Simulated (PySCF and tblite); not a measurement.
Results of a calculation; reference values are marked as such.
# Conformer ensemble of C₆H₆, numbered as in [CH2:1]=[CH:2][CH:3]=[C:4]1[CH:5]=[CH:6]1

Geometries GFN2-xTB; weights from B3LYP-D3(BJ)/def2-SVP (IEF-PCM, chloroform) energies and GFN2-xTB thermal corrections, with symmetry numbers and mirror pairs. Conformers within 2.5 kcal/mol (GFN2-xTB free energy) were kept, 6 at most. GIAO shieldings: KT2/pcSseg-1 (IEF-PCM, chloroform). Shifts are against TMS (¹H), TMS (¹³C) at the same level; of two unlike H on one atom, a is the less shielded. (PySCF 2.14, tblite 0.8.)

Torsions listed: C1–C2–C3–C4.

```csv
conformer,shape,symmetry,E(GFN2) kcal/mol,E(DFT) kcal/mol,G(298.15 K) kcal/mol,weight %,dipole D
1,180°,Cs,0.00,0.00,0.00,96.7,3.70
2,0°,Cs,1.33,2.05,1.99,3.3,3.23
```

Weights (%) against temperature:

```tsv
T (K)	1	2	S(mix) cal/mol/K
250	98.2	1.8	0.18
298.15	96.7	3.3	0.29
350	94.6	5.4	0.42
```

Averaged shifts at 298.15 K. ¹H: 8.56 (H5, 1H), 8.32 (H6, 1H), 6.41 (H2, 1H), 5.33 (H3, 1H), 4.83 (H1a, 1H), 4.60 (H1b, 1H) ppm. ¹³C: 136.5 (C5), 135.2 (C2), 134.7 (C6), 116.5 (C4), 99.4 (C1), 85.0 (C3) ppm.

Coordinates of conformer 1 (Å):

```xyz
12

C    -2.500    0.107   -0.520
C    -1.255   -0.298   -0.292
C    -0.129    0.593   -0.127
C     1.100    0.162    0.099
C     2.075   -0.891    0.302
C     2.515    0.358    0.337
H    -3.314   -0.587   -0.637
H    -2.747    1.153   -0.597
H    -1.033   -1.356   -0.219
H    -0.321    1.655   -0.196
H     2.285   -1.931    0.373
H     3.327    1.034    0.455
```

Coordinates of conformer 2 (Å):

```xyz
12

C    -1.924    0.546    0.104
C    -1.454   -0.646   -0.253
C    -0.058   -1.031   -0.326
C     0.963   -0.238   -0.044
C     1.552    1.019    0.369
C     2.380    0.025    0.085
H    -2.980    0.751    0.133
H    -1.271    1.356    0.379
H    -2.152   -1.429   -0.521
H     0.149   -2.046   -0.637
H     1.419    2.027    0.679
H     3.378   -0.335    0.006
```

Shifts are unscaled: against experiment ¹³C can be off by 15 ppm or more and ¹H by 0.8 ppm.

Search and properties took 24 s on 1 thread of Intel Xeon Platinum 8488C (shared host) (rough), launched as `OMP_NUM_THREADS=1 python ens_run.py task.json out`.
